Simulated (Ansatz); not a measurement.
**CHSi (quartet): wave-function methods side by side, def2-TZVPP**

An exercise on one series of results from a longer session: the logs are not shown, and one member is left open.

Computed with Ansatz 0.2.0, Gaussian basis. Level: def2-TZVPP, core rule «outside noble gas», up to 6 orbitals frozen.

The runs, in order: UHF; ROHF; CCSD(T) on UHF.

## The system

The geometry is a PBE0/def2-TZVP stationary point (not a proven minimum).

3 atoms, charge 0, spin multiplicity 4.

Atoms are counted from 1 here; the program's logs count them from 0.

Bond lengths: Si1–C2 1.893 Å, C2–H3 1.096 Å. Angles: Si1–C2–H3 133.1°.

Set-up of the first run:

Input file in.yaml:

```yaml
crystal:
  periodic: [false, false, false]
  atoms:
    - {symbol: Si, position_ang: [0.000000, 0.032553, 0.617233]}
    - {symbol: C, position_ang: [0.000000, -0.127023, -1.268554]}
    - {symbol: H, position_ang: [0.000000, 0.606549, -2.082531]}
basis:
  gaussian: {orbitals: def2-TZVPP}
magnetization: {spin_polarized: true, initial_magnetization: 3}
hamiltonian: {xc: hf}
output: {orbitals: {seedname: orbitals}}
```

Launch:

```
$ ansatz run in.yaml --threads 1 --pin off --events-out ev --progress --plain --max-ram 2816MiB --backend cpu
```

Steps of the session up to this table: UHF; ROHF; CCSD(T) on UHF.

One table of the session follows, with a row left open; its other results are not shown here.

```
  method  from UCCSD(T) (meV)
    ROHF                    ?
     UHF              +5982.1
    UMP2              +1181.8
   UCCSD               +231.1
UCCSD(T)                    0
```

Q: Estimate the row for ROHF from the others.

As computed: from UCCSD(T) (meV): +6240.6. In the column «from UCCSD(T) (meV)» it is the highest.

With the free atoms at the same levels and basis (separate runs), the atomisation energy is 6.785 eV at UCCSD(T), 5.296 eV at ROHF.
